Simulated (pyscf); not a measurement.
Thermochemistry of product channels of HO–GaH₂ (SMILES [OH][GaH2]) + H• (SMILES [H]) on the doublet surface, in eV, from ωB97M-D3(BJ)/def2-TZVP energies (ideal gas, 1 atm, RRHO with modes under 100 cm⁻¹ raised to 100, one conformer, R ln 2 for rigid chiral ones). Structures and frequencies: ωB97X-D3(BJ)/def2-SVP in PySCF.

| products | ΔE | ΔH(298 K) | ΔG(600 K) | ΔG(900 K) |
|---|---|---|---|---|
| O (SMILES [O]) [triplet] + GaH₂• (SMILES [GaH2]) + H₂ (SMILES [H][H]) | +4.69 | +4.57 | +3.76 | +3.35 |
| OH• (SMILES [OH]) + GaH₃ (SMILES [GaH3]) | +1.14 | +1.16 | +1.06 | +1.02 |
| [HO–GaH]• (SMILES [OH][GaH]) + H₂ (SMILES [H][H]) | -1.10 | -1.04 | -1.14 | -1.18 |
| •O–GaH₂ (SMILES [O][GaH2]) + H₂ (SMILES [H][H]) | +0.48 | +0.45 | +0.37 | +0.34 |

These are energies of the channels, which say nothing of barriers. Left out: orbital degeneracy and the spin-orbit lowering of OH, O. Elements up to Kr have no core potential and no relativistic terms here.
